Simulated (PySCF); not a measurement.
Work out the structure from these simulated measurements.

Formula: C4H6F; charge +1.

| Property | Result |
| --- | --- |
| Valence photoelectron | vertical ionisation energy: 16.74 eV [ΔSCF B3LYP/def2-SVPD] |
| 13C NMR | chemical shifts (computed TMS as zero) by class: 249.3 (1 C), 195.4 (1 C), 175.3 (1 C), 39.0 (1 C) ppm [GIAO PBE0/pcSseg-1] |
| Couplings | largest of the computed one-bond spin–spin couplings (means over like bonds): 19F–13C -349.8, 13C–1H +188.5, 13C–1H +186.9, 13C–1H +179.5, 13C–1H +143.2 (×3), 13C–13C +77.8, 13C–13C +64.4, 13C–13C +38.7 Hz [B3LYP/pcJ-1, spin–dipole term left out for some pairs] |
| NMR, other nuclei | isotropic shieldings of nuclei other than C and H, by class: 267 (1 F) ppm [GIAO PBE0/pcSseg-1] |
| Polarisability | 51.6 au [B3LYP/def2-SVPD] |
| Rotational structure | rotational constants A, B, C: 9.556, 4.002, 2.869 GHz [PBE0-D3(BJ)/def2-SVP] |
| Triplet | lowest triplet excitation (Tamm–Dancoff): 2.17 eV [TDA B3LYP/def2-SVPD] |

The electronic properties come from PySCF, for the isolated species, density fitting. Levels stand in brackets. Geometry: PBE0-D3(BJ)/def2-SVP, one conformer, isolated ion. NMR values are class means; diastereotopic atoms form classes of their own.

Q: What is the compound? Reason from the data.

A: Numbering: `[CH2:1]=[C:2]([F:3])[CH+:4][CH3:5]`. 4 carbons fall into 4 classes; from least to most shielded: carbon bonded to 2 C and H [C4] (249.3 ppm), carbon bonded to C and 2 H [C1] (195.4 ppm), carbon bonded to 2 C and F [C2] (175.3 ppm), methyl carbon [C5] (39.0 ppm). The other shieldings belong to: 267 ppm, vinyl fluorine [F3]. The couplings run between: -349.8 Hz, vinyl fluorine [F3] and carbon bonded to 2 C and F [C2]; +188.5 Hz, carbon bonded to C and 2 H [C1] and its hydrogen; +186.9 Hz, carbon bonded to C and 2 H [C1] and its hydrogen; +179.5 Hz, carbon bonded to 2 C and H [C4] and its hydrogen; +143.2 Hz, methyl carbon [C5] and its hydrogen (with 2 like pairs); +77.8 Hz, carbon bonded to C and 2 H [C1] and carbon bonded to 2 C and F [C2]; +64.4 Hz, carbon bonded to 2 C and F [C2] and carbon bonded to 2 C and H [C4]; +38.7 Hz, carbon bonded to 2 C and H [C4] and methyl carbon [C5]. The first electron is taken from the HOMO, whose largest Löwdin shares are 0.26 on the carbon bonded to 2 C and F, 0.25 on the carbon bonded to C and 2 H, 0.21 on the vinyl fluorine and 0.13 on the carbon bonded to 2 C and H. By its constants the optimised geometry is an asymmetric top. Structure: `C=C(F)[CH+]C`. Computed isomers that give other values at the same levels: `C=C[CH+]CF` (rotational constant A: 15.792 GHz; this holds for the one conformer computed); `C=C[C+](C)F` (rotational constant A: 10.068 GHz; this holds for the one conformer computed). The assignments are read from this structure; whether some other isomer fits the data as well wasn't checked.

Conformer computed: `[CH2:1]=[C:2]([F:3])[CH+:4][CH3:5]`: C1–C2–C4–C5 180°.
